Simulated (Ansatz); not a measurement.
Process, species as SMILES: C(C=O)=O + 2 C (CH4) → 2 C=O (CH2O) + CC (C2H6) [ethane]

Quantity: bond separation energy (enthalpy at 298 K), in kcal/mol. Conventions: 6-31G* and kin with 6d, 5d where marked; 6-311+G** with 5d; no spin-orbit coupling; non-relativistic; dispersion terms only where a functional's name holds one; LANL2DZ all-electron up to Ne. First-principles rows: single points at B3LYP-D3(BJ) geometries (Ansatz, a quantum-chemistry and plane-wave program), with unscaled harmonic terms from B3LYP/6-31G* (Ansatz) at its own minima.

Measured values: Active Thermochemical Tables 1.112 (ions: stationary electron), as tabulated in the package chemicals; they hold spin-orbit and core effects, anharmonicity and other conformers. 

Value to compare with, the measured value: 14.2 kcal/mol.

```
level           program  bond separation energy (enthalpy at 298 K) (kcal/mol)  error
--------------  -------  -----------------------------------------------------  -----
PBE/STO-3G       Ansatz                                                   16.3    2.1
PBE/3-21G        Ansatz                                                   18.0    3.8
PBE/LANL2DZ      Ansatz                                                   18.2    4.0
PBE/6-31G*       Ansatz                                                   16.1    1.9
PBE/def2-SVP     Ansatz                                                   15.3    1.1
PBE/6-311+G**    Ansatz                                                   14.8    0.6
PBE/def2-TZVPD   Ansatz                                                   14.8    0.6
```

6 of the 6 habitual levels lie above the measured value; their mean absolute error is 2.2 kcal/mol, the median 2.0.

The sets are all those run for this method; left out are runs that failed, that the program found above a lower state of the same kind, or whose <S^2> lies over 0.5 above the pure value.
